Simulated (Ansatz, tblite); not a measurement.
Cost and result up the ladder for MgMe2 (C₂H₆Mg) (9 atoms). Total charge 0; singlet. Geometry: B3LYP-D4/def2-TZVP.

```xyz
9

Mg    0.0033   -0.0004   -0.0042
C    -0.2865   -2.0739   -0.0314
H     0.6305   -2.6172    0.2176
H    -0.6113   -2.4278   -1.0149
H    -1.0492   -2.3863    0.6890
C     0.2873    2.0739    0.0305
H     0.5250    2.4344    1.0363
H    -0.6069    2.6123   -0.2994
H     1.1079    2.3851   -0.6235
```

Ansatz on 4 threads of Intel Xeon on a shared host; xTB runs through tblite on one thread. Times are rough, summed over both states, and most runs start from the orbitals of an earlier one. PBE0-D4/def2-TZVP serves as the yardstick here, not as an exact answer. The other state is a triplet.

The xTB rows come from tblite.

xTB has no spin-polarisation term.

```csv
level,functions,wall time
GFN2-xTB,23,0.009 s
GFN1-xTB,24,0.013 s
PBE-D4/def2-TZVP (with forces),130,2.9 s
PBE0-D4/def2-TZVP,130,3.9 s
r2SCAN-D4/def2-TZVP,130,4.7 s
```

Problem. Estimate what each level gives for the vertical triplet (eV).

Solution. 
```tsv
level	vertical triplet (eV)	difference from PBE0-D4/def2-TZVP (eV)
GFN2-xTB	2.49	-1.62
GFN1-xTB	3.73	-0.38
PBE-D4/def2-TZVP (with forces)	3.85	-0.25
PBE0-D4/def2-TZVP	4.10	0.00
r2SCAN-D4/def2-TZVP	3.97	-0.14
```
